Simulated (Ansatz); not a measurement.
## InS (Pnnm, No. 58)

Level of theory: LDA (PAW; Ansatz, a first-principles code).

Numerical settings: plane-wave cutoff 500 eV, 8×4×10 k mesh (along the axes of the cell as run), gaussian smearing 0.02 eV, scalar-relativistic PAW data made under PBE.

Cell (relaxed at this level):

InS has the orthorhombic space group Pnnm (No. 58), Pearson symbol oP8. Cell: a = 4.268 Å, b = 10.605 Å, c = 3.918 Å, α = 90.00°, β = 90.00°, γ = 90.00°. In on 4g is surrounded by 3 S at 2.497–2.561 Å (trigonal pyramidal). S on 4g sees 3 In at 2.497–2.561 Å (trigonal pyramidal). (Neighbours: up to the widest gap in distance over summed covalent radii, below 1.35, at either atom; cation-cation and far metal-metal contacts left out.)

```
Item                           Result
--------  ---------------------------
band gap  0.66 eV (on the SCF k mesh)
```

Spin–orbit coupling is not included.

It cost about 8 core-minutes (a rough figure) of CPU time.
